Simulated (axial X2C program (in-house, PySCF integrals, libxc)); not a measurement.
# A two-component session on FH⁺: EOM-IP-CCSD levels

Aim: EOM-IP-CCSD levels of FH⁺, with spin–orbit coupling in the Hamiltonian from the start.

Program: an in-house X2C program for linear molecules on PySCF integrals. Level of theory: two-component X2C with atomic mean-field terms, F dyall-av3z, H dyall-v3z. These are calculated values, not measurements.

## 1. Input

task.json reads:

```json
{"zs": [9, 1], "q": 1, "bas": ["dyall-av3z", "dyall-v3z"], "r0": 0.96, "eom": "ip", "rq": 0, "thr": -2.0, "nmax": 95, "grid": [1, 0.96, 1.045, 0.92, 1.09, 1.15]}
```

Keys: zs atomic numbers; q charge; bas basis sets; r0 starting distance in Å; eom kind of EOM run; thr threshold in hartree for freezing inner shells (an s shell follows its p shell); nmax most natural virtual spinors; grid distances as factors.

Command:

```console
> python soeom.py task.json out
```

The runs that follow: EOM-IP-CCSD at 0.919 Å.

Q: Predict the outcome of this session. Wanted: next root; T1 of the reference.

As calculated:

| quantity | value |
| --- | --- |
| lowest root at 0.919 Å | Ω = 3/2, 15.995 eV |
| next root | Ω = 1/2, about 290 cm⁻¹ higher |
| T1 of the reference | 0.008 |

The first ionisation of FH costs 16.00 eV and empties a spinor of 91% F pπ. Errors of 0.1 to 0.3 eV are usual at this size, and roots led by higher excitations are left out, so the list is incomplete, and low states of that kind can be missing.
